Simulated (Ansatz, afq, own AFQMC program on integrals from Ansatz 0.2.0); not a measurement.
Two steps: Ansatz 0.2.0 writes the Fock matrix and Cholesky factors of the valence space, and afq projects on them the lowest state that overlaps trial and start.

```yaml
crystal:
  periodic: [false, false, false]
  atoms:
    - {symbol: In, position_ang: [0.000000, 0.000000, 0.000000]}
basis:
  gaussian: {orbitals: def2-SVP}
magnetization: {spin_polarized: true, initial_magnetization: 1}
correlation: {method: ccsd_t, electrons: outside_noble_gas, hamiltonian_folder: ham}
```

```sh
$ ansatz run in.yaml --threads 1 --pin off --events-out ev --progress --plain --max-ram 1843MiB
```

afq runs on the folder ham with

```
--method free --trial cisd --walkers 200 --time-step 0.03 --max-blocks 80 --target-error 0.00021 --factor-cut 1e-05 --seed 9550 --times 0,0.3,0.6,1.2,1.8,2.4,3.6,4.8,6 --taylor-order 8
```

Times are imaginary, in 1/Eh. The walk had a cap of 499 s. Filled inner d shells are frozen with the cores. Core potentials past Kr, no spin–orbit coupling.

```
orbitals 17  electrons 2 1  factors 104 of 153
reference energy -189.20633604 Eh
CCSD correlation -0.03787296 Eh in 8 cycles, weight of the determinant in the CISD state 0.9487
repeat  energy at the last time / Eh  error
    10  -189.244844  0.000020
    20  -189.244827  0.000018
    30  -189.244817  0.000016
time / (1/Eh)  energy / Eh  error  mean overlap
  0.00  -189.244209  0.000000  1.0540
  0.30  -189.244406  0.000005  1.0542
  0.60  -189.244519  0.000007  1.0575
  1.20  -189.244667  0.000010  1.0569
  1.80  -189.244740  0.000013  1.0571
  2.40  -189.244787  0.000014  1.0526
  3.60  -189.244801  0.000017  1.0458
  4.80  -189.244801  0.000016  1.0440
  6.00  -189.244815  0.000015  1.0424
energy -189.244815 +/- 0.000015 Eh
```

Q: Estimate how long the walk took on 1 thread of Arm Neoverse V2, on a shared host.

A: 26 s of wall time.

The run passed its tests (error under three times the target), which doesn't prove that it has relaxed.

Against this walk (error 0.4 meV) on the same determinant: CCSD(T) 5.5 meV higher, full CI 0.4 meV higher (within the noise). The error is statistical, and a free projection of finite length keeps a remainder of its start.

Cautions: remainder of the start not in the error; no spin-orbit coupling; inner d shell frozen.

A walk keeps the symmetry of its determinant, which the program's search chose and which needn't be the lowest solution, so a lower state of the same spin and another symmetry isn't excluded.
